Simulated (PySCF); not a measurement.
Isocyanato radical, CNO (doublet state).
SMILES with atom numbers: `[N:1]=[C:2]=[O:3]`

Geometry (PBE0-D3(BJ)/def2-SVP, Å), atoms numbered from 1 in this order:
```xyz
3
CNO angstrom
N      1.2138    0.1795   -0.0125
C     -0.0091    0.1007   -0.0083
O     -1.1817    0.0251   -0.0043
```

The calculation used PBE0-D3(BJ)/def2-SVP geometry optimisation, gas phase in PySCF.

Take the most abundant isotopes and a rigid rotor. 

(1) What are the moment of inertia and the rotational constant?

## Answers

(1) I = 43.047 u·Å², B = 505379 MHz·u·Å²/I = 11740 MHz (0.3916 cm⁻¹, or 0.563 K as hB/k).

If the electronic state has orbital angular momentum about the axis (Π, Δ; not determined here), the simple ladder of levels BJ(J+1) doesn't apply.

Not checked by PBE0-D3(BJ)/def2-SVP frequencies. ⟨S²⟩ = 0.766 (exact for a doublet: 0.75). These are rigid-rotor constants of the computed structure; measured ground-state constants (B0) also hold zero-point vibration.
